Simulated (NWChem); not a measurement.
Total energies of C₂H₅

```xyz
7

C      0.7867    -0.1113    -0.0178
C     -0.6856     0.1015    -0.0019
H      1.4789     0.7055     0.2024
H      1.2075    -1.1146    -0.1254
H     -1.1253    -0.0998     0.9991
H     -0.9585     1.1391    -0.2556
H     -1.2094    -0.5719    -0.7022
```
Charge 0, spin multiplicity 2.

All runs are NWChem calculations. The geometry was optimised at UB3LYP/def2-SVP, a minimum by its harmonic frequencies.

Basis set: def2-SVP (53 functions).

```tsv
method	total energy (Ha)	relative cost
UHF	-78.54273	1
UMP2	-78.81046	under 3
UB2PLYP	-78.99447	under 3
UPBE	-78.97532	under 3
UB3LYP	-79.10086	under 3
UM06-2X	-79.04156	under 3
```

Total energies of different functionals aren't comparable as a measure of quality: only differences taken within one method are. The cost column gives rough processor time relative to UHF; each entry includes its own SCF.

The correlated methods keep 2 core orbitals frozen. B3LYP has NWChem's definition, with VWN1-RPA local correlation. The structure started from a generated list of species. The stability of the SCF solutions was not checked. Open-shell Hartree-Fock references start from PBE0 orbitals; any time given for them includes that run.
